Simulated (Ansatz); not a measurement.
Basis-set extrapolation for C$_{2}$H$_{6}$N, SMILES `C[N]C` radical (PBE0-D4/def2-TZVP geometry, frozen core, Ansatz). Multiplicity 2, UHF reference.

```tsv
	def2-TZVPP	def2-QZVPP
HF	-133.681678	-133.688349
MP2 correlation	-0.526701	-0.562241
CCSD(T) correlation	-0.588279	not run
```

Energies in hartree. Use E(X) = E(∞) + A·exp(−7.88·√X) for Hartree–Fock and E(X) = E(∞) + B·X^(−2.97) for correlation, with X = 3 and 4, and add CCSD(T) minus MP2 of the smaller set to the MP2 limit.

**Question.** What is the CCSD(T) energy at the basis-set limit?

**Answer.** HF limit: -133.688349 + (-0.006671) × 0.13774 = -133.68927. MP2 limit: -0.562241 + (-0.035540) × 0.74074 = -0.58857. Higher-order term: -0.588279 − (-0.526701) = -0.06158. Total: -134.33942 hartree, 182.4 kJ/mol below CCSD(T)/def2-TZVPP.
